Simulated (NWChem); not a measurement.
Excited singlets of ethylene (C$_{2}$H$_{4}$) by symmetry

```xyz
6

C      0.0000     0.0000     0.6703
C      0.0000     0.0000    -0.6703
H      0.9374     0.0000     1.2507
H     -0.9374     0.0000     1.2507
H     -0.9374     0.0000    -1.2507
H      0.9374     0.0000    -1.2507
```
Charge 0, spin multiplicity 1.

The numbers come from NWChem runs, not from measurements. Structure: optimised with PBE/def2-SVP, a minimum by its harmonic frequencies.

Basis set: def2-SVPD. Symmetry labels belong to the abelian group D2h used in the runs, with the axes of the coordinates shown. Entries are the lowest vertical excitation energy of each symmetry in eV (for CIS and TDDFT among the lowest few roots); a state of one symmetry need not have the same character in every method. Symmetries that some method's roots don't reach, or where a double excitation leads the EOM-CCSD root, are left out.

The correlated methods keep 2 core orbitals frozen. B3LYP has NWChem's definition, with VWN1-RPA local correlation. Coupled-cluster values serve here as a point of comparison, not as the truth.

```json
[
 {"method": "CIS", "b2u": "7.87", "b1u": "7.99", "b3g": "8.76", "b1g": "9.07"},
 {"method": "TD-PBE", "b2u": "7.30", "b1u": "7.75", "b3g": "7.88", "b1g": "7.61"},
 {"method": "TD-B3LYP", "b2u": "7.37", "b1u": "7.67", "b3g": "8.02", "b1g": "7.93"},
 {"method": "TD-LDA (SVWN5)", "b2u": "7.44", "b1u": "7.76", "b3g": "8.09", "b1g": "7.40"},
 {"method": "EOM-CCSD", "b2u": "7.98", "b1u": "8.36", "b3g": "8.77", "b1g": "8.56"}
]
```
